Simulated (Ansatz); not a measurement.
A run of Ansatz (development build ahead of 0.2.0) on singlet SiH4 at this shape:

```csv
atom,x (Å),y (Å),z (Å)
Si,-0.0035,0.0093,-0.0010
H,0.8571,0.8706,0.8610
H,0.8663,-0.8647,-0.8704
H,-0.8696,0.8674,-0.8588
H,-0.8570,-0.8558,0.8682
```

Its results:

```yaml
Converged: yes
Total_energy: -291.25721 hartree
Spin_squared_of_the_determinant: 0.000
```

Question: Which input gives this output? Name the method, the orbitals and the basis set, and write the input.

Answer: RHF in def2-TZVP. An unrestricted run that stays on the closed shell gives the same numbers.

```yaml
crystal:
  periodic: [false, false, false]
  atoms:
    - { symbol: Si, position_ang: [-0.00353, 0.0093, -0.00101] }
    - { symbol: H, position_ang: [0.85712, 0.87062, 0.86097] }
    - { symbol: H, position_ang: [0.86634, -0.86466, -0.87037] }
    - { symbol: H, position_ang: [-0.8696, 0.86742, -0.85879] }
    - { symbol: H, position_ang: [-0.85702, -0.85585, 0.86821] }
basis:
  gaussian: { orbitals: def2-TZVP }
hamiltonian:
  xc: hf
```
